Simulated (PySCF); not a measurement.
## Molecular orbitals of Al2

PBE0 at R = 2.737 Å; basis Al def2-TZVP; no relativity; PySCF 2.14. State: triplet, unpaired electrons π ↑↑, a second solution, started from another occupation. Only the outer orbitals are listed.

```json
{"spin": "α", "orbital": "σg", "occ.": "1", "ε (eV)": "-10.76", "main shells (%)": "92 s"}
{"spin": "α", "orbital": "σu", "occ.": "1", "ε (eV)": "-7.86", "main shells (%)": "94 s"}
{"spin": "α", "orbital": "πu", "occ.": "1", "ε (eV)": "-4.60", "main shells (%)": "96 p"}
{"spin": "α", "orbital": "πu", "occ.": "1", "ε (eV)": "-4.60", "main shells (%)": "96 p"}
{"spin": "α", "orbital": "σg", "occ.": "0", "ε (eV)": "-3.17", "main shells (%)": "91 p, 9 s"}
{"spin": "α", "orbital": "πg", "occ.": "0", "ε (eV)": "-1.54", "main shells (%)": "96 p"}
{"spin": "α", "orbital": "πg", "occ.": "0", "ε (eV)": "-1.54", "main shells (%)": "96 p"}
{"spin": "β", "orbital": "σg", "occ.": "1", "ε (eV)": "-9.62", "main shells (%)": "94 s"}
{"spin": "β", "orbital": "σu", "occ.": "1", "ε (eV)": "-7.23", "main shells (%)": "90 s, 10 p"}
{"spin": "β", "orbital": "σg", "occ.": "0", "ε (eV)": "-2.93", "main shells (%)": "94 p"}
{"spin": "β", "orbital": "πu", "occ.": "0", "ε (eV)": "-2.10", "main shells (%)": "99 p"}
{"spin": "β", "orbital": "πu", "occ.": "0", "ε (eV)": "-2.10", "main shells (%)": "99 p"}
```

Q: Which are the highest filled and the lowest empty level, where do they sit, and how wide is the gap?

A: Highest filled α πu at -4.60 eV (in %: 96 p); lowest empty α σg at -3.17 eV (in %: 91 p, 9 s); the gap at PBE0 is 1.43 eV.

| Property | Result |
| --- | --- |
| bond order (Mayer) | 1.49 |
| ⟨S²⟩ | 2.011 |
